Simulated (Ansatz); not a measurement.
The input, for Ansatz 0.2.0:

```yaml
crystal:
  periodic: [false, false, false]
  atoms:
    - {symbol: Si, position_ang: [0.000000, 0.000000, 0.000000]}
    - {symbol: C, position_ang: [0.000000, 0.000000, 1.344000]}
basis:
  gaussian: {orbitals: 6-31G}
magnetization: {spin_polarized: false, initial_magnetization: 2}
correlation: {method: fic_mrcisd_q, electrons: outside_noble_gas, active_space: {window: {electrons: 8, orbitals: 8}, shells: [{species: C, l: s, shell: 2}, {species: C, l: p, shell: 2}, {species: Si, l: s, shell: 3}, {species: Si, l: p, shell: 3}]}}
```

```sh
$ ansatz run in.yaml --threads 1 --pin off --events-out ev --progress --plain --max-ram 2393MiB
```

The program prints:

```
457 factors; integrals over basis functions are off by at most 7.6e-8 eV
mean field evaluation 1: about -8878.8600 eV, gradient 1.7e1 eV
mean field evaluation 2: about -8878.8688 eV, gradient 1.7e1 eV
mean field evaluation 4: about -8880.7881 eV, gradient 3.3e0 eV
mean field evaluation 8: about -8881.2052 eV, gradient 2.2e-1 eV
mean field evaluation 16: about -8880.0995 eV, gradient 1.3e1 eV
mean field evaluation 32: about -8881.2060 eV, gradient 1.8e-4 eV
mean field evaluation 64: about -8881.1830 eV, gradient 1.6e0 eV
mean field -8881.20598888 eV, -326.3783001938 hartree, gradient 4.1e-6 eV, S^2 2.000000; 8 other end points of the search recorded, 0 dependent functions left out
reference -8881.20598888 eV, -326.3783001938 hartree; 11, 9 occupied and 11, 13 virtual orbitals, 457 factors
state -8883.28520248 eV, -326.4547098842 hartree
contracted CI cycle   1: correlation 0.00000000 eV, 0.0000000000 hartree, residual 6.99e0 eV
contracted CI cycle   2: correlation -0.98244271 eV, -0.0361041038 hartree, residual 1.49e0 eV
contracted CI cycle   3: correlation -1.02489931 eV, -0.0376643549 hartree, residual 3.61e-1 eV
contracted CI cycle   4: correlation -1.02752409 eV, -0.0377608140 hartree, residual 9.25e-2 eV
contracted CI cycle   5: correlation -1.02769853 eV, -0.0377672242 hartree, residual 2.41e-2 eV
contracted CI cycle   6: correlation -1.02770945 eV, -0.0377676255 hartree, residual 6.16e-3 eV
contracted CI cycle   7: correlation -1.02771014 eV, -0.0377676510 hartree, residual 1.54e-3 eV
contracted CI cycle   8: correlation -1.02771018 eV, -0.0377676525 hartree, residual 3.69e-4 eV
state -8883.28520248 eV, -326.4547098842 hartree; corrected -8884.33906360 eV, -326.4934385658 hartree
Total energy: -8884.33906360 eV, -326.4934385658 hartree
Checks for a lower state left out: starts, orbital_swaps
```

For the same geometry and basis full CI lies 18.1 meV lower.

Ran on 1 thread of Arm Neoverse V1, shared host: 3.3 s wall, 0.18 GiB peak host memory.
